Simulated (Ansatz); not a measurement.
Tetradymite Bi2Se3

Computed with r²SCAN in Ansatz (PAW).

Numerical settings: plane-wave cutoff 500 eV, 12×12×12 k mesh, Fermi–Dirac smearing 0.05 eV, scalar-relativistic PAW data made under PBE.

Cell (relaxed at this level):

```cif
data_Bi2Se3
_chemical_formula_sum 'Bi2 Se3'
_space_group_name_H-M_alt 'P 1'
_space_group_IT_number 1
_cell_length_a 10.35167
_cell_length_b 10.35167
_cell_length_c 10.35167
_cell_angle_alpha 23.207
_cell_angle_beta 23.207
_cell_angle_gamma 23.207
loop_
_space_group_symop_operation_xyz
  'x, y, z'
loop_
_atom_site_label
_atom_site_type_symbol
_atom_site_fract_x
_atom_site_fract_y
_atom_site_fract_z
_atom_site_occupancy
Bi1 Bi 0.39766 0.39766 0.39766 1
Bi2 Bi 0.60234 0.60234 0.60234 1
Se1 Se 0.00000 0.00000 0.00000 1
Se2 Se 0.21781 0.21781 0.21781 1
Se3 Se 0.78219 0.78219 0.78219 1
```

- band gap = 0.83 eV (on the SCF k mesh)

Measured, for comparison: band gap 0.3 eV (temperature not stated, not corrected to a static lattice; as tabulated in Park and Ryu (2016), arXiv:1610.06451).

Note: the cell comes from a level without a dispersion term, which matters for the spacing of layers, chains or molecules.

Spin–orbit coupling is not included; with these elements it can move the gap by several tenths of an eV or more.

The result took roughly 11 core-minutes.

Ansatz is an electronic-structure program.
